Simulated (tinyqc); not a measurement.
Worked calculation: geometry optimisation on the UHF/sto-3g surface (energies and gradients from PySCF), for NH3+, spin multiplicity 2. One step of it, computed by the program tinyqc.

Question. Step 1: move. Quasi-Newton step p = -H^(-1) g (first H = 0.6 times the unit matrix); steps longer than 0.1 bohr are cut back (factor 0.740 here).

positions at the start (bohr):
```
,x,y,z
1N,-0.005669,0.064251,0.468652
2H,1.868939,0.062361,-0.045353
3H,-0.959981,1.657290,0.035905
4H,-0.916517,-1.602488,0.051023
```

gradient (hartree/bohr):
```
,x,y,z
1N,-0.01367192,0.02325380,0.01478653
2H,-0.03419956,-0.00238586,-0.00588227
3H,0.02956508,-0.04868474,-0.00128062
4H,0.01830639,0.02781681,-0.00762364
```

Give: positions after step 1.

Answer.

positions after step 1 (bohr):
```
,x,y,z
1N,0.011,0.036,0.450
2H,1.911,0.065,-0.038
3H,-0.996,1.717,0.037
4H,-0.939,-1.637,0.060
```
